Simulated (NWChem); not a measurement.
Correlation energy of Cl

```xyz
1

Cl     0.0000     0.0000     0.0000
```
Charge 0, spin multiplicity 2.

The numbers come from NWChem runs, not from measurements.

Basis set: cc-pVTZ. Each correlation energy counts from its own Hartree-Fock reference.

```csv
method,correlation energy (mHa)
CCSDT on ROHF,-192.5
SCS-UMP2,-157.9
URI-MP2,-157.9
UMP2,-157.9
CCSD on ROHF,-186.3
CCSD(T) on UHF,-186.4
CCSD[T] on UHF,-186.4
CCSD(T) on ROHF,-192.1
CCSD on UHF,-180.8
CCSD[T] on ROHF,-192.1
```

The values span 34.7 mHa, from CCSDT on ROHF (lowest) to SCS-UMP2 (highest). 

The correlated methods keep 5 core orbitals frozen. No SCF solution was tested for a lower state. Open-shell Hartree-Fock references start from PBE0 orbitals. Coupled-cluster values serve here as a point of comparison, not as the truth.
